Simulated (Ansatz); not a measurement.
Telling isomers of C2H6S2 apart by their spectra

These gas-phase data were calculated for one isomer of C2H6S2 at PBE0-D3(BJ)/def2-SVP (harmonic, unscaled wavenumbers; equilibrium rotational constants with average atomic masses):

```
rotational constants            : 9.075, 2.283, 1.94 GHz
all wavenumbers above 1500 cm⁻¹ : 3158, 3146, 3087, 3081, 2710, 2708
```

Candidates:

(1) `SCCS`, a singlet
(2) `CSSC`, a singlet

Problem. Assign the data to one candidate and say why.

Solution. Candidate (1). The band at 2710 cm⁻¹ lies where the S–H stretch is expected; (2) has no mode between 2500 and 2800 cm⁻¹.

The same quantities for all candidates:

```
     rotational constants (GHz)         wavenumbers above 1500 cm⁻¹  E above the lowest, PBE0-D3(BJ)/def2-SVP (kcal/mol)
(1)          9.075, 2.283, 1.94  3158, 3146, 3087, 3081, 2710, 2708                                                  0.5
(2)         8.152, 2.756, 2.543  3188, 3188, 3174, 3174, 3061, 3060                                                  0.0
```

Harmonic stretches to hydrogen usually lie a few per cent above observed fundamentals. Each candidate is one conformer. Programs: Ansatz 0.2.0.
